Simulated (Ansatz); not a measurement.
C2H4Cl, charge +2, doublet, at a GFN2-xTB geometry of the parent state (a state made from the parent by changing its charge; the spin is typed, not shown lowest); BLYP/6-31G* (Ansatz, an electronic-structure program).

The Ansatz input:
Ansatz 0.2 input:
```yaml
crystal:
  periodic: [false, false, false]
  atoms:
    - {symbol: C, position_ang: [0.04677316, 0.70471225, -0.20454313]}
    - {symbol: C, position_ang: [1.51515190, 0.66822849, -0.06284299]}
    - {symbol: Cl, position_ang: [-0.86044375, -0.68577280, 0.14716918]}
    - {symbol: H, position_ang: [-0.45045613, 1.44149208, -0.80844228]}
    - {symbol: H, position_ang: [1.90236896, 1.68339302, 0.00115825]}
    - {symbol: H, position_ang: [1.80467594, 0.11434297, 0.82910532]}
    - {symbol: H, position_ang: [1.99940461, 0.18126514, -0.91938050]}
basis:
  gaussian:
    orbitals: 6-31G*
hamiltonian:
  xc: blyp
total_charge: 2
magnetization: {spin_polarized: true, initial_magnetization: 1}
```

Problem. Predict the main parts of the log of this Ansatz run.

Solution. 
```
Functional definition: BLYP
737 factors; their error is unknown
mean field evaluation 1: about -14607.4698 eV, gradient 7.1e1 eV
mean field evaluation 2: about -14533.8085 eV, gradient 1.2e2 eV
mean field evaluation 4: about -14616.7395 eV, gradient 4.6e1 eV
mean field evaluation 8: about -14632.6321 eV, gradient 3.8e-1 eV
mean field evaluation 16: about -14632.5845 eV, gradient 6.8e-4 eV
mean field evaluation 32: about -14631.8704 eV, gradient 5.7e0 eV
mean field -14632.58452708 eV, -537.7375630483 hartree, gradient 2.3e-5 eV, S^2 0.752428; 6 other end points of the search recorded, 0 dependent functions left out
reference -14632.58477665 eV, -537.7375722196 hartree; 16, 15 occupied and 41, 42 virtual orbitals, 737 factors
Total energy: -14632.58477665 eV, -537.7375722196 hartree
```
